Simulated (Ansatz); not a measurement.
The same path of AlH3O + H2 (7 atoms, charge 0, multiplicity 1) was run twice with different band settings. Lost on the way: H6–H7. Made: Al1–H6, O2–H7.

The calculation used RKS B3LYP-D4/def2-SVP (Ansatz).

Relaxed end points:

```xyz
7
Properties=species:S:1:pos:R:3
Al -0.052 -0.162 0.197
O -0.070 -0.622 1.846
H -0.855 -0.744 2.387
H 1.372 -0.123 -0.478
H -1.408 0.088 -0.583
H 0.107 2.347 0.540
H 0.145 2.064 1.247
```

```xyz
7
Properties=species:S:1:pos:R:3
Al 0.026 0.482 -0.150
O -0.034 0.145 1.864
H -0.826 -0.328 2.161
H 1.358 -0.262 -0.604
H -1.379 -0.218 -0.469
H 0.054 2.081 -0.049
H 0.040 0.947 2.404
```

Common settings: spring 5.0 eV/Å²; optimiser quadratic models (default); start path through a guess of the saddle point; force threshold 0.05 eV/Å; iteration limit 60; end points relaxed.

| run | movable images | climbing image |
| --- | --- | --- |
| 1 | 7 | yes |
| 2 | 1 | no |

Problem. What does each run give, and how far can it be trusted?

Solution. Run 1: converged after 9 iterations, highest image 0.921 eV above the first end. A vibrational analysis at the climbing image gives one clearly imaginary mode, 1254i cm⁻¹: a first-order saddle point.
Run 2: converged after 6 iterations, highest image 0.887 eV above the first end. No image climbed, so the highest image needn't sit at the top of the path. So few images can step over the top or miss a turn of the path.
The orbitals stay closed-shell, which can raise the energy where a bond breaks towards radicals; this wasn't checked here.
